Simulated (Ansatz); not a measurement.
# Structure relaxation of Cr3SbMo

All numbers below come from Ansatz 0.2.0, DFT PBE, scalar-relativistic, plane waves, PAW. Cutoff 420 eV, Γ-centred k mesh, Gaussian smearing, collinear spin, first started from parallel moments.

Cr3SbMo was placed on the cubic perovskite structure type (Pm-3m, No. 221), with Sb in place of Sr, Mo in place of Ti, Cr in place of O, at a guessed volume.

```xyz
5
Lattice="4.1929 0.0000 0.0000 0.0000 4.1929 0.0000 0.0000 0.0000 4.1929" Properties=species:S:1:pos:R:3 pbc="T T T"
Cr    0.0000    2.0964    2.0964
Cr    2.0964    0.0000    2.0964
Cr    2.0964    2.0964    0.0000
Sb    0.0000    0.0000    0.0000
Mo    2.0964    2.0964    2.0964
```

Cell and atoms relax at zero pressure; the relaxation can't lower the symmetry of the start. After a coarse first stage the cell is made exact in the group found at 0.06 Å.

The zero of energy is the elements' standard structures at the same level; no fitted shifts are applied.

(1) Describe the relaxed structure.

(2) What are its volume, energy, gap and moment?

Results:

(1) It keeps Pm-3m (No. 221). The result still has the cubic perovskite structure. Conventional cell: a = 4.697 Å. Cr has 2 Mo at 2.35 Å; Sb is coordinated by 12 Cr at 3.32 Å; Mo is coordinated by 6 Cr at 2.35 Å.

```
Cr Sb Mo
1.0
     4.69724    0.00000    0.00000
     0.00000    4.69724    0.00000
     0.00000    0.00000    4.69724
Cr Sb Mo
3 1 1
Direct
  0.00000 0.50000 0.50000
  0.50000 0.00000 0.50000
  0.50000 0.50000 0.00000
  0.00000 0.00000 0.00000
  0.50000 0.50000 0.50000
```

(2) The volume per atom is 20.73 Å³, the density is 5.99 g/cm³ and the energy over the elements is 1.26 eV/atom. The gap on the 8×8×8 mesh is 0 eV (a metal) and the net moment per atom is 1.70 μB. The largest site moment is 2.79 μB.

The final run used a 8×8×8 mesh on its 5-atom cell and 0.10 eV smearing. For metals, differences of a few meV/atom aren't resolved. Spin–orbit coupling is left out. A structure relaxed within its symmetry needn't be a true minimum. The steps took of the order of 2.1 core-minutes in all.